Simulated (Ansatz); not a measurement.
Geometry optimisation, RKS PBE0/def2-SVP (Ansatz 0.2.0).

input.yaml

```yaml
crystal:
  periodic: [false, false, false]
  atoms:
    - { symbol: Si, position_ang: [0.0, 0.0, 0.0] }
    - { symbol: H, position_ang: [0.0, 0.0, 1.46] }
    - { symbol: H, position_ang: [1.3768, 0.0, -0.4862] }
    - { symbol: H, position_ang: [-0.6877, 1.1914, -0.4862] }
    - { symbol: H, position_ang: [-0.6877, -1.1914, -0.4862] }
basis:
  gaussian: { orbitals: def2-SVP }
hamiltonian:
  xc: pbe0
relax:
  f_tol: 0.02
  max_steps: 40
```

Run as:

```bash
$ ansatz run input.yaml --threads 1 --pin off --max-ram 2048MiB --backend cpu --events-out ev --progress --plain --runs-dir out
```

Problem. Where does it end, and by what steps?

Solution. It converged. After 2 steps the energy has fallen by 0.043 eV; H4 moved furthest, 0.03 Å.

| step | energy less start (eV) | largest force component (eV/Å) | accepted |
| --- | --- | --- | --- |
| 0 | 0.0000 | 0.656 | yes |
| 1 | -0.0402 | 0.165 | yes |
| 2 | -0.0432 | 0.003 | yes |

```xyz
5
Properties=species:S:1:pos:R:3
Si 0.000 0.000 0.000
H 0.000 0.000 1.493
H 1.408 0.000 -0.497
H -0.703 1.219 -0.497
H -0.703 -1.219 -0.497
```

Whether the end is a true minimum wasn't checked by a vibrational analysis.

The run took 1.1 s on 1 thread of Intel(R) Xeon(R) 6975P-C (Granite Rapids), on a shared host, peak memory 0.1 GiB.
